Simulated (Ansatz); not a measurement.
**BH5O: small, medium and large basis sets**

Aim: see how fast density functionals and correlated methods converge with the basis set for BH5O.

The runs use Ansatz 0.2.0, Gaussian basis; one geometry, several basis sets.

Plan: PBE0-D4/def2-SVP; ωB97M-V/def2-SVP; PBE0-D4/def2-QZVPP; ωB97M-V/def2-QZVPP; CCSD(T)/cc-pV(D+d)Z; CCSD(T)/cc-pV(T+d)Z; CCSD(T)/cc-pV(Q+d)Z; the functionals' def2-TZVPP values are taken from earlier runs.

### Step 1. Structure used throughout

All runs share one geometry, relaxed beforehand with PBE0-D4 in a triple-zeta def2 set.

SMILES `[BH3-][OH2+]`, 7 atoms, charge 0, spin multiplicity 1.

Atoms are counted from 1 here; the program's logs count them from 0.

Bond lengths: B1–O2 1.687 Å, B1–H3 1.204 Å, B1–H4 1.204 Å, B1–H5 1.210 Å, O2–H6 0.964 Å, O2–H7 0.964 Å. Angles: O2–B1–H3 102.0°, O2–B1–H4 102.0°, O2–B1–H5 103.6°, H3–B1–H4 115.8°, H3–B1–H5 115.2°, H4–B1–H5 115.2°, B1–O2–H6 108.5°, B1–O2–H7 108.5°, H6–O2–H7 107.3°.

As a file:

```xyz
7
BH5O
B    -0.31213   -0.54712   -0.34531
O     0.36411    0.56377    0.72989
H     0.29491   -1.55271   -0.08038
H    -1.47184   -0.53398   -0.02153
H    -0.07474   -0.07254   -1.43306
H    -0.04189    1.42419    0.57534
H     1.30288    0.65039    0.52925
```

### Step 2. PBE0-D4 in def2-SVP

The input, in.yaml:

```yaml
crystal:
  periodic: [false, false, false]
  atoms:
    - {symbol: B, position_ang: [-0.312130, -0.547118, -0.345311]}
    - {symbol: O, position_ang: [0.364112, 0.563770, 0.729894]}
    - {symbol: H, position_ang: [0.294910, -1.552710, -0.080380]}
    - {symbol: H, position_ang: [-1.471841, -0.533979, -0.021528]}
    - {symbol: H, position_ang: [-0.074741, -0.072542, -1.433060]}
    - {symbol: H, position_ang: [-0.041890, 1.424190, 0.575337]}
    - {symbol: H, position_ang: [1.302880, 0.650389, 0.529247]}
basis:
  gaussian: {orbitals: def2-SVP}
hamiltonian: {xc: pbe0, dispersion: d4}
output: {orbitals: {seedname: orbitals}}
```

Command:

```sh
$ ansatz run in.yaml --threads 4 --pin off --events-out ev --progress --plain --max-ram 10444MiB
```

What it wrote:

```text
Functional definition: PBE0
  name "PBE0"
  cite "Adamo & Barone, J. Chem. Phys. 110, 6158 (1999) doi:10.1063/1.478522"
  cite "Perdew, Burke & Ernzerhof, Phys. Rev. Lett. 77, 3865 (1996) doi:10.1103/PhysRevLett.77.3865"
  parent pbe
  parameter a = 0.25
  parameter kappa = 0.804
  parameter beta = 0.06672455060314922
  exchange = (1 - a)*pbe_x(kappa = kappa, mu = beta*pi^2/3) + a*exact_x
  correlation = pbe_c(beta = beta)
587 factors; their error is unknown
mean field evaluation 1: about -2795.8711 eV, gradient 3.5e1 eV
mean field evaluation 2: about -2795.6409 eV, gradient 4.0e1 eV
mean field evaluation 4: about -2798.6856 eV, gradient 7.8e-1 eV
mean field evaluation 8: about -2798.6898 eV, gradient 6.8e-2 eV
mean field -2798.68976204 eV, -102.8499517350 hartree, gradient 8.6e-6 eV, S^2 0.000000; 0 other end points of the search recorded, 0 dependent functions left out
reference -2798.68978387 eV, -102.8499525370 hartree; 9, 9 occupied and 44, 44 virtual orbitals, 587 factors
Total energy: -2798.73429816 eV, -102.8515884071 hartree
```

Wall time 0.3 s (4 threads of Arm Neoverse V1, shared host).

### Step 3. ωB97M-V in def2-SVP

Changes to in.yaml since step 2:

```diff
@@ -12,3 +12,3 @@
   gaussian: {orbitals: def2-SVP}
-hamiltonian: {xc: pbe0, dispersion: d4}
+hamiltonian: {xc: {name: wB97M-V}}
 output: {orbitals: {seedname: orbitals}}
```

Same command.

What it wrote, cut to the lines that bear on the results:

```text
Functional definition: wB97M-V
  name "wB97M-V"
  cite "Mardirossian & Head-Gordon, J. Chem. Phys. 144, 214110 (2016) doi:10.1063/1.4952647"
  cite "Becke, J. Chem. Phys. 107, 8554 (1997) doi:10.1063/1.475007"
  cite "Vydrov & Van Voorhis, J. Chem. Phys. 133, 244103 (2010) doi:10.1063/1.3521275"
  # Of w^i u^j: cxij and so on, Table III.
[...]
  gx(w, u) = 1 - cx + cx01*u + cx10*w
  gss(w, u) = css00 + css04*u^4 + css10*w + css20*w^2 + css43*w^4*u^3
  gos(w, u) = cos00 + cos10*w + (cos20 + cos21*u)*w^2 + (cos60 + cos61*u)*w^6
[...]
      + integral(e_c_pw_mod_opposite_spin*gos(b97_w_opposite, b97_u_opposite)) + vv10(b, c)
587 factors; their error is unknown
168 factors; integrals over basis functions are off by at most 1.1e-5 eV
[...]
mean field -2800.37848700 eV, -102.9120112326 hartree, gradient 2.8e-5 eV, S^2 0.000000; 0 other end points of the search recorded, 0 dependent functions left out
reference -2800.37852017 eV, -102.9120124515 hartree; 9, 9 occupied and 44, 44 virtual orbitals, 587 factors
Total energy: -2800.37852017 eV, -102.9120124515 hartree
```

Wall time 1 s (4 threads of Arm Neoverse V1, shared host).

### Step 4. PBE0-D4 in def2-QZVPP

Changes to in.yaml since step 3:

```diff
@@ -11,4 +11,4 @@
 basis:
-  gaussian: {orbitals: def2-SVP}
-hamiltonian: {xc: {name: wB97M-V}}
+  gaussian: {orbitals: "def2-QZVPP.json"}
+hamiltonian: {xc: pbe0, dispersion: d4}
 output: {orbitals: {seedname: orbitals}}
```

Same command.

What it wrote:

```text
Functional definition: PBE0
  name "PBE0"
  cite "Adamo & Barone, J. Chem. Phys. 110, 6158 (1999) doi:10.1063/1.478522"
  cite "Perdew, Burke & Ernzerhof, Phys. Rev. Lett. 77, 3865 (1996) doi:10.1103/PhysRevLett.77.3865"
  parent pbe
  parameter a = 0.25
  parameter kappa = 0.804
  parameter beta = 0.06672455060314922
  exchange = (1 - a)*pbe_x(kappa = kappa, mu = beta*pi^2/3) + a*exact_x
  correlation = pbe_c(beta = beta)
701 factors; their error is unknown
mean field evaluation 1: about -2798.1643 eV, gradient 4.5e1 eV
mean field evaluation 2: about -2796.5119 eV, gradient 5.7e1 eV
mean field evaluation 4: about -2802.2801 eV, gradient 1.5e0 eV
mean field evaluation 8: about -2802.2844 eV, gradient 2.3e-1 eV
mean field -2802.28441111 eV, -102.9820526516 hartree, gradient 9.3e-6 eV, S^2 0.000000; 0 other end points of the search recorded, 0 dependent functions left out
reference -2802.28444516 eV, -102.9820539030 hartree; 9, 9 occupied and 255, 255 virtual orbitals, 701 factors
Total energy: -2802.32895945 eV, -102.9836897731 hartree
```

It took 1.4 s on 4 threads of Arm Neoverse V1, shared host; peak memory 0.45 GiB.

### Step 5. ωB97M-V in def2-QZVPP

Changes to in.yaml since step 4:

```diff
@@ -12,3 +12,3 @@
   gaussian: {orbitals: "def2-QZVPP.json"}
-hamiltonian: {xc: pbe0, dispersion: d4}
+hamiltonian: {xc: {name: wB97M-V}}
 output: {orbitals: {seedname: orbitals}}
```

Same command.

What it wrote, cut to the lines that bear on the results:

```text
Functional definition: wB97M-V
  name "wB97M-V"
  cite "Mardirossian & Head-Gordon, J. Chem. Phys. 144, 214110 (2016) doi:10.1063/1.4952647"
  cite "Becke, J. Chem. Phys. 107, 8554 (1997) doi:10.1063/1.475007"
  cite "Vydrov & Van Voorhis, J. Chem. Phys. 133, 244103 (2010) doi:10.1063/1.3521275"
  # Of w^i u^j: cxij and so on, Table III.
[...]
  gx(w, u) = 1 - cx + cx01*u + cx10*w
  gss(w, u) = css00 + css04*u^4 + css10*w + css20*w^2 + css43*w^4*u^3
  gos(w, u) = cos00 + cos10*w + (cos20 + cos21*u)*w^2 + (cos60 + cos61*u)*w^6
[...]
      + integral(e_c_pw_mod_opposite_spin*gos(b97_w_opposite, b97_u_opposite)) + vv10(b, c)
701 factors; their error is unknown
231 factors; integrals over basis functions are off by at most 1.4e-5 eV
[...]
mean field -2804.14731073 eV, -103.0505129501 hartree, gradient 3.0e-5 eV, S^2 0.000000; 0 other end points of the search recorded, 0 dependent functions left out
reference -2804.14736365 eV, -103.0505148950 hartree; 9, 9 occupied and 255, 255 virtual orbitals, 701 factors
Total energy: -2804.14736365 eV, -103.0505148950 hartree
```

Wall time 4.4 s (4 threads of Arm Neoverse V1, shared host); peak memory 0.57 GiB.

### Step 6. Density functionals: the series

The def2-TZVPP values come from earlier runs at the same geometry.

```tsv
functional	basis	functions	energy (eV)	from the largest (eV)	HOMO (eV)	LUMO (eV)
PBE0-D4	def2-SVP	53	-2798.7343	3.595	-7.99	0.17
PBE0-D4	def2-TZVPP	132	-2802.1559	0.173	-8.13	-0.38
PBE0-D4	def2-QZVPP	264	-2802.3290	0.000	-8.15	-0.68
ωB97M-V	def2-SVP	53	-2800.3785	3.769	-10.32	1.88
ωB97M-V	def2-TZVPP	132	-2803.9821	0.165	-10.51	1.12
ωB97M-V	def2-QZVPP	264	-2804.1474	0.000	-10.53	0.60
```

### Step 7. CCSD(T) in cc-pV(D+d)Z

Changes to in.yaml since step 5:

```diff
@@ -11,4 +11,3 @@
 basis:
-  gaussian: {orbitals: "def2-QZVPP.json"}
-hamiltonian: {xc: {name: wB97M-V}}
-output: {orbitals: {seedname: orbitals}}
+  gaussian: {orbitals: "cc-pV(D+d)Z.json"}
+correlation: {method: ccsd_t}
```

Same command.

What it wrote, cut to the lines that bear on the results:

```text
Functional definition: HF
  name "HF"
  cite "Fock, Z. Phys. 61, 126 (1930) doi:10.1007/BF01340294"
  parent pbe
[...]
474 factors; integrals over basis functions are off by at most 1.1e-3 eV
[...]
mean field -2787.30954840 eV, -102.4317365973 hartree, gradient 1.3e-6 eV, S^2 0.000000; 0 other end points of the search recorded, 0 dependent functions left out
2 core orbitals not correlated: weight in the atoms' cores, before any rotation towards them, 1.000 or more for the frozen orbitals, at most 0.000 for the correlated occupied ones
reference -2787.30954840 eV, -102.4317365973 hartree; 7, 7 occupied and 44, 44 virtual orbitals, 474 factors
second order -8.47302421 eV of doubles, -0.00000000 eV of singles
cycle   1  -9.01292339 eV  change   -5.4e-1 eV  update   6.0e-2
[...]
cycle   9  -9.30035767 eV  change    6.1e-7 eV  update   5.3e-6
perturbative correction -0.17707405 eV, -0.0065073515 hartree
Total energy: -2796.78698012 eV, -102.7800257892 hartree
```

Run time: 0.3 s. Hardware: 4 threads of Arm Neoverse V1, shared host.

### Step 8. CCSD(T) in cc-pV(T+d)Z

Changes to in.yaml since step 7:

```diff
@@ -11,3 +11,4 @@
 basis:
-  gaussian: {orbitals: "cc-pV(D+d)Z.json"}
+  gaussian: {orbitals: "cc-pV(T+d)Z.json"}
 correlation: {method: ccsd_t}
+output: {orbitals: {seedname: orbitals}}
```

Same command.

What it wrote, cut to the lines that bear on the results:

```text
Functional definition: HF
  name "HF"
  cite "Fock, Z. Phys. 61, 126 (1930) doi:10.1007/BF01340294"
  parent pbe
[...]
744 factors; integrals over basis functions are off by at most 7.4e-4 eV
[...]
mean field -2788.30546305 eV, -102.4683357858 hartree, gradient 9.5e-7 eV, S^2 0.000000; 0 other end points of the search recorded, 0 dependent functions left out
2 core orbitals not correlated: weight in the atoms' cores, before any rotation towards them, 1.000 or more for the frozen orbitals, at most 0.000 for the correlated occupied ones
reference -2788.30546305 eV, -102.4683357858 hartree; 7, 7 occupied and 121, 121 virtual orbitals, 744 factors
second order -10.65271237 eV of doubles, -0.00000000 eV of singles
cycle   1  -11.01618085 eV  change   -3.6e-1 eV  update   6.0e-2
[...]
cycle   9  -11.32024671 eV  change    2.0e-6 eV  update   6.3e-6
perturbative correction -0.33800530 eV, -0.0124214658 hartree
Total energy: -2799.96371506 eV, -102.8967686449 hartree
```

It took 3.4 s on 4 threads of Arm Neoverse V1, shared host; peak memory 0.65 GiB.

### Step 9. CCSD(T) in cc-pV(Q+d)Z

Changes to in.yaml since step 8:

```diff
@@ -11,4 +11,3 @@
 basis:
-  gaussian: {orbitals: "cc-pV(T+d)Z.json"}
+  gaussian: {orbitals: "cc-pV(Q+d)Z.json"}
 correlation: {method: ccsd_t}
-output: {orbitals: {seedname: orbitals}}
```

The command is unchanged.

What it wrote, cut to the lines that bear on the results:

```text
Functional definition: HF
  name "HF"
  cite "Fock, Z. Phys. 61, 126 (1930) doi:10.1007/BF01340294"
  parent pbe
[...]
1515 factors; integrals over basis functions are off by at most 9.5e-4 eV
[...]
mean field -2788.52470258 eV, -102.4763926899 hartree, gradient 7.0e-7 eV, S^2 0.000000; 0 other end points of the search recorded, 0 dependent functions left out
2 core orbitals not correlated: weight in the atoms' cores, before any rotation towards them, 1.000 or more for the frozen orbitals, at most 0.000 for the correlated occupied ones
reference -2788.52470258 eV, -102.4763926899 hartree; 7, 7 occupied and 251, 251 virtual orbitals, 1515 factors
second order -11.40097298 eV of doubles, -0.00000000 eV of singles
cycle   1  -11.63874071 eV  change   -2.4e-1 eV  update   6.1e-2
[...]
cycle   9  -11.95186122 eV  change   -5.1e-6 eV  update   6.8e-6
perturbative correction -0.37809911 eV, -0.0138948861 hartree
Total energy: -2800.85466292 eV, -102.9295103747 hartree
```

Run time: 51 s. Hardware: 4 threads of Arm Neoverse V1, shared host; peak memory 6.2 GiB.

Energy pieces by basis (eV):

```tsv
basis	HF	MP2 correlation	CCSD correlation	(T)	total
cc-pV(D+d)Z	-2787.3095	-8.4730	-9.3004	-0.1771	-2796.7870
cc-pV(T+d)Z	-2788.3055	-10.6527	-11.3202	-0.3380	-2799.9637
cc-pV(Q+d)Z	-2788.5247	-11.4010	-11.9519	-0.3781	-2800.8547
```

### Step 10. From triple and quadruple zeta to the limit

This step is arithmetic on the last runs, with X = 3 and 4: exp(−5.46√X) for Hartree-Fock, X^−3.05 for correlation.

```tsv
level	energy at the limit (eV)
HF	-2788.5908
MP2	-2800.5244
CCSD	-2800.9923
CCSD(T)	-2801.3989
```

```tsv
basis	HF above its limit (eV)	share of the MP2 correlation limit (%)
cc-pV(D+d)Z	1.281	71.0
cc-pV(T+d)Z	0.285	89.3
cc-pV(Q+d)Z	0.066	95.5
```

### Step 11. Outcome

```
                                                                 quantity          value
                                   MP2 correlation recovered, cc-pV(D+d)Z         71.0 %
                                   MP2 correlation recovered, cc-pV(T+d)Z         89.3 %
                                   MP2 correlation recovered, cc-pV(Q+d)Z         95.5 %
CCSD(T) limit from def2 sets (earlier runs) less the limit of this series          7 meV
                          PBE0-D4: double and triple zeta above quadruple  3.59, 0.17 eV
                          ωB97M-V: double and triple zeta above quadruple  3.77, 0.17 eV
```

**Reading.** For PBE0-D4 the step from double to triple zeta gains 3.42 eV and the next only 0.17 eV. In cc-pV(D+d)Z MP2 holds 71 % of its limit, in cc-pV(Q+d)Z 96 %, while Hartree-Fock is within 0.066 eV in the largest set. A limit from the def2 sets, made apart, differs by 7 meV, a least measure of the doubt on such a limit. Total energies overstate the basis error of differences, where much of it tends to cancel. The LUMO of ωB97M-V is positive and keeps falling with the basis (1.88 to 0.60 eV): an unbound level that the basis holds in place.

For PBE0-D4 the largest set took about 5 times as long as the smallest (1.4 s against 0.3 s).
